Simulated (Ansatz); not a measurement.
Two shapes of doublet C₂H.

Shape 1:

```xyz
3

H     0.0075    0.0021   -1.5467
C     0.0061   -0.0062   -0.4718
C    -0.0032    0.0034    0.7267
```

Shape 2:

```xyz
3

H    -0.0077   -0.0098   -1.5236
C    -0.0020   -0.0888   -0.4879
C     0.0160    0.0380    0.8306
```

Basis set: STO-3G (spherical functions). Left uncorrelated: 2 orbitals. Charge 0, multiplicity 2.

Computed with Ansatz (development build ahead of 0.2.0); each method stands on the lowest determinant of its kind that the runs found.

**Question.** Which shape is lower in energy, and by how much in each method?

**Answer.**

```
 method  E(2) − E(1) (eV)
    UHF             0.307
UHF-MP2             0.991
```

Shape 1 is lower. Caution: the unrestricted determinant is a mixture of spin states. Caution for UHF-MP2: bonds are stretched, where a single reference can fail.
